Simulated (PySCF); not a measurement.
Isomers of C3H4O3, one GFN2-xTB conformer each. Single-point energies are computed at PBE0/pcSseg-1 (PySCF, gas phase, no added dispersion term), electronic only.

```
          SMILES  GFN2-xTB relative energy (kcal/mol)
O=C(O)[C@@H]1CO1                                 34.4
      CC(=O)OC=O                                 21.3
       O=C1OCCO1                                  0.0
```

Conformers: `[O:1]=[C:2]([OH:3])[C@@H:4]1[CH2:5][O:6]1` with O1–C2–O3–H -3°, O1–C2–C4–C5 -143°; `[CH3:1][C:2](=[O:3])[O:4][CH:5]=[O:6]` with C1–C2–O4–C5 180°, C2–O4–C5–O6 0°.

Problem. What does PBE0/pcSseg-1 give for the same structures?

Solution. 
```json
{"SMILES": "O=C1OCCO1", "PBE0/pcSseg-1 E (Eh)": "-341.99850", "PBE0/pcSseg-1 (kcal/mol)": "0.0", "GFN2-xTB (kcal/mol)": "0.0", "point group": "C2v"}
{"SMILES": "CC(=O)OC=O", "PBE0/pcSseg-1 E (Eh)": "-341.99797", "PBE0/pcSseg-1 (kcal/mol)": "0.3", "GFN2-xTB (kcal/mol)": "21.3", "point group": "Cs"}
{"SMILES": "O=C(O)[C@@H]1CO1", "PBE0/pcSseg-1 E (Eh)": "-341.96100", "PBE0/pcSseg-1 (kcal/mol)": "23.5", "GFN2-xTB (kcal/mol)": "34.4", "point group": "C1"}
```

Both levels put the same isomer lowest; measured from each level's own lowest isomer, the values differ by up to 21.0 kcal/mol (CC(=O)OC=O: 21.3 against 0.3). As drawn, the highest has a three-membered ring and an O–H bond, which the lowest lacks. Neighbours under 2.5 kcal/mol apart (O=C1OCCO1 and CC(=O)OC=O) can change places with a better method, another conformer or zero-point energy.

Problem. Which frontier levels, dipoles and rotational constants go with these structures?

Solution. 
```csv
SMILES,"HOMO (eV, PBE0/pcSseg-1)",LUMO (eV),dipole (D),"A, B, C (MHz)"
O=C1OCCO1,-8.64,0.84,5.63,"8082, 3898, 2721"
CC(=O)OC=O,-7.99,-1.06,4.15,"8944, 2708, 2105"
O=C(O)[C@@H]1CO1,-8.12,-0.34,1.94,"8102, 2871, 2452"
```

Problem. As an exercise, what shares would exp(−E/RT) give at 500 K from these electronic energies alone (no entropy, no degeneracies)?

Solution. RT = 0.994 kcal/mol: O=C1OCCO1 58.4 %, CC(=O)OC=O 41.6 %, O=C(O)[C@@H]1CO1 under 0.1 %.
